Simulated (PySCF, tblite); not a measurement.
Isomers of C3H4Cl (doublet state), one GFN2-xTB conformer each. Single-point energies are computed at B3LYP/pcH-1 (PySCF, gas phase, no added dispersion term), electronic only. GFN2-xTB treats the open shell by occupation alone, and not every SCF solution was tested for stability.

```csv
SMILES,GFN2-xTB relative energy (kcal/mol)
C/[C]=C\Cl,1.5
Cl[C]1CC1,0.0
```

Question: What does B3LYP/pcH-1 give for the same structures?

Answer: 
```
    SMILES  B3LYP/pcH-1 E (Eh)  B3LYP/pcH-1 (kcal/mol)  GFN2-xTB (kcal/mol)  point group
C/[C]=C\Cl          -576.84454                     0.0                  1.5           Cs
 Cl[C]1CC1          -576.83130                     8.3                  0.0           Cs
```

GFN2-xTB puts Cl[C]1CC1 lowest instead. As drawn, the higher has a three-membered ring, which the lower lacks.

Question: What happens when harmonic zero-point energies from GFN2-xTB frequencies are added?

Answer: 
```csv
SMILES,ZPE (kcal/mol),electronic (kcal/mol),with ZPE (kcal/mol)
C/[C]=C\Cl,34.8,0.0,0.0
Cl[C]1CC1,36.4,8.3,10.0
```

The zero-point energies span 1.6 kcal/mol. The order is unchanged.
